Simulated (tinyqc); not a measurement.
Starting guesses with plain Roothaan steps: SCF starting guesses in the sto-3g basis, for NH3, spin multiplicity 1. Computed by the program tinyqc with PySCF. 

Geometry (angstrom):
```
atom        x        y       z
N      0.0000   0.0000  0.0870
H      1.0700   0.0000  0.0000
H     -0.5350   0.9260  0.0000
H     -0.5350  -0.9260  0.0000
```

lowest restricted solution found by these runs and by PySCF = -55.426131 hartree

RHF with one setting changed at a time; a run stops when the energy changes by less than 1e-09 hartree and the error matrix is below 1e-5. Starts: the lowest orbitals of the core Hamiltonian, of the Wolfsberg-Helmholz matrix (K = 1.75), projected atomic densities, random orbitals, and the highest orbitals of the core Hamiltonian (a deliberately bad start).

Largest element of the error matrix X^T (FDS - SDF) X:
```
iteration     core  Wolfsberg-Helmholz  atomic densities   random  highest core orbitals
1          7.8e-01             3.9e-01           1.0e+00  1.0e+01                2.9e-01
2          2.2e-01             8.8e-02           1.1e-01  7.3e-01                8.3e-01
3          3.0e-02             1.7e-02           1.5e-02  1.2e-01                1.8e-01
4          5.2e-03             5.9e-03           2.6e-03  4.0e-02                2.5e-02
5          1.2e-03             1.5e-03           9.4e-04  2.0e-02                4.0e-03
6          5.2e-04             4.7e-04           3.9e-04  8.8e-03                7.0e-04
8          9.1e-05             7.5e-05           6.9e-05  1.8e-03                7.7e-05
10         1.6e-05             1.3e-05           1.2e-05  4.2e-04                1.3e-05
14               -                   -                 -  2.3e-05                      -
```

How each run ends:
```
run                    iterations  E (hartree)         state
core                           11   -55.426131  lowest found
Wolfsberg-Helmholz             11   -55.426131  lowest found
atomic densities               11   -55.426131  lowest found
random                         16   -55.426131  lowest found
highest core orbitals          11   -55.426131  lowest found
```

5 of 5 runs reach the lowest restricted solution found, in 11 to 16 iterations (fastest: core, Wolfsberg-Helmholz, atomic densities, highest core orbitals). The first errors are 8e-01, 4e-01, 1e+00, 1e+01, 3e-01.
